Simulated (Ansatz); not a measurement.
Basis-set extrapolation for C3H5NO (`COC=C=N`) (PBE0-D4/def2-TZVP geometry, frozen core, Ansatz). Multiplicity 1, RHF reference.

|  | def2-TZVPP | def2-QZVPP |
| --- | --- | --- |
| HF | -245.840497 | -245.851667 |
| MP2 correlation | -0.913526 | -0.977167 |
| CCSD(T) correlation | -0.983103 | not run |

Energies in hartree. Use E(X) = E(∞) + A·exp(−7.88·√X) for Hartree–Fock and E(X) = E(∞) + B·X^(−2.97) for correlation, with X = 3 and 4, and add CCSD(T) minus MP2 of the smaller set to the MP2 limit.

**Question.** What is the CCSD(T) energy at the basis-set limit?

**Answer.** HF limit: -245.851667 + (-0.011170) × 0.13774 = -245.85321. MP2 limit: -0.977167 + (-0.063641) × 0.74074 = -1.02431. Higher-order term: -0.983103 − (-0.913526) = -0.06958. Total: -246.94710 hartree, 3.36 eV below CCSD(T)/def2-TZVPP.
